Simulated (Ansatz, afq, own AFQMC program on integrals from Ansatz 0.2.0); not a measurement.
**H2O, singlet: a scan with AFQMC**

```xyz
3

O     0.0000   -0.0653    0.0000
H     0.0000    0.5184   -0.7615
H     0.0000    0.5184    0.7615
```

The O1–H2 distance is changed with both sides rigid. Energies in kcal/mol count from this geometry (0.960 Å) at the same level; the start stands on RHF, each point on the determinant named.

Basis 6-31G. Noble-gas cores (and the filled d shells of Ga–Kr and In–Xe) are frozen. Integrals, coupled cluster, full CI and functionals: Ansatz 0.2.0; the random walks run on the same integrals in our own AFQMC program. The CISD trial takes its coefficients from CCSD amplitudes. Released means that phaseless walkers are propagated on without the constraint, phases kept. ± is one standard error of the sampling.

Cautions, each for one point or more: cluster runs in doubt by the program's own checks; higher spins were not checked; restricted determinant unstable towards unrestricted; strong correlation; the next higher spin lies close; unrestricted determinant spin contaminated.

```
r(O1–H2) / Å  det.     T1  weight  ⟨S²⟩  CCSD(T)  ph-AFQMC/CISD  released AFQMC    FCI  CCSDT(Q)  wB97M-V  r2SCAN
       0.785   RHF  0.006    0.96  pure     33.5     33.7 ± 0.2      33.7 ± 0.1   33.5      33.5     32.7    32.7
       1.157   RHF  0.009    0.95  pure     11.0     11.0 ± 0.2      11.1 ± 0.1   10.9      10.9     12.2    11.8
       1.548   RHF  0.017    0.90  pure     55.0     55.4 ± 0.2      55.0 ± 0.2   54.8      54.7     63.3    60.9
       2.148   RHF  0.035    0.74  pure     90.7     92.5 ± 0.4      92.1 ± 0.4   91.4      91.1   106.8§  100.6§
       3.338  UHF‡  0.006    0.97  1.00    100.5    100.5 ± 0.1     100.8 ± 0.1  100.6     100.6   113.7§  110.4§
```

Weight is that of the determinant in the CISD state; at the start T1 is 0.007 and the weight 0.96. A double dagger marks points where the walks on two determinants ended up to 2.1 kcal/mol apart; the lower is shown. Symmetry can't show for every point that it stays on the start's state. § marks a functional whose ⟨S²⟩ is too high by over 0.1. Largest departures from full CI: CCSD(T) -0.7 kcal/mol at 2.148 (on RHF), ph-AFQMC/CISD 1.1 kcal/mol at 2.148 (on RHF), released AFQMC 0.7 kcal/mol at 2.148 (on RHF) (within the noise), CCSDT(Q) -0.2 kcal/mol at 2.148 (on RHF). The functionals aren't scored here. In this small basis the wave-function levels are far from their limit, so their gap to the functionals isn't the functionals' error.

Some points may be missing: those where a free walk finds a much lower state, and past Zn most of those on another determinant than at the start.

CCSDT and higher add their correlation energy to the determinant of the CCSD(T) run, since their own runs factorise the integrals more tightly (a shift of under 2 meV). A walk keeps the symmetry of its determinant, which the program's search chose and which needn't be the lowest solution, so a lower state of the same spin and another symmetry isn't excluded. Released energies are given only where the last usable release times agree within the noise; a slower fall can still hide under it.
